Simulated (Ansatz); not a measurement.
Candidates: double-hcp La, hcp Ru, hcp Zr, hcp Lu, hcp Be, hcp Os. Level: PBEsol (PAW; Ansatz, a quantum-chemistry and plane-wave program).

Ansatz's runs of these crystals have no spin polarisation.

Spin–orbit coupling is left out, also for the solids with elements from indium on (double-hcp La, hcp Lu, hcp Os); its size isn't shown.

Ansatz's density-functional and Hartree–Fock values are scalar-relativistic unless marked +SOC, with PAW data made under PBE.

### Question
Which of them have a computed volume per atom between 18 and 31 Å³/atom?

### Answer
hcp Zr, hcp Lu. The values: double-hcp La 33.96 Å³/atom; hcp Ru 13.32 Å³/atom; hcp Zr 22.46 Å³/atom; hcp Lu 27.48 Å³/atom; hcp Be 7.84 Å³/atom; hcp Os 13.89 Å³/atom.
